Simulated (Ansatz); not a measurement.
**Which is lower?**

Two relaxed structures of C2H3S (charge +1), closed shell (PBE0-D4/def2-TZVP; forces vanish, vibrations not checked).

A:

```
6
angstrom
C -0.7324 0.2776 -0.6972
C 0.0453 0.0377 0.2921
S 0.9038 -0.1757 1.6128
H -1.5355 -0.4147 -0.9559
H -0.5966 1.1720 -1.3079
H 1.9153 -0.8969 1.0560
```

B:

C1  (-0.421, 0.271, -0.420)
C2  (0.602, -0.213, 0.478)
S3  (-0.765, -0.705, 1.145)
H4  (-0.607, -0.262, -1.349)
H5  (-0.707, 1.320, -0.383)
H6  (1.673, -0.251, 0.651)
(Å)

Program: Ansatz 0.2.0. Basis: def2-TZVPP. Cores are frozen in the correlated methods. B3LYP uses VWN-RPA correlation.

Which structure is lower at CCSD(T), and by how much? (An estimate is asked for; the value comes from the calculation.)

Computed: A, by 0.022 eV (electronic energy, against the other); a gap this small isn't resolved in one triple-zeta basis. By their contacts, A is C₂H₃S ([CH2][C][SH]), total charge +1 and B is C₂H₃S ([CH]1[CH2][S]1), total charge +1.

Do the other methods give the same order? (Judge from chemistry; the calculation decides.)

Computed: Not all: MP2 gives the other order.

```tsv
method	E(B) − E(A) (eV)
PBE-D4	0.105
r2SCAN-D4	0.137
PBE0-D4	0.058
B3LYP-D4	0.243
wB97M-V	0.113
HF	0.312
MP2	-0.137
CCSD	0.074
CCSD(T)	0.022
```

No T1 diagnostic of these runs exceeds 0.022. The restricted Hartree–Fock reference is unstable towards an unrestricted one at one or more of these structures.

Labels in which every atom is bracketed show which atoms are joined, not bond orders.

For scale, one of the runs: CCSD(T)/def2-TZVPP, 146 basis functions, launched by `ansatz run in.yaml --threads 2 --pin off --events-out ev --progress --plain --max-ram 4352MiB`. Time: 7.5 s of wall clock on 2 CPU threads of an Intel Xeon; the host was shared. Peak host memory: 0.86 GiB.
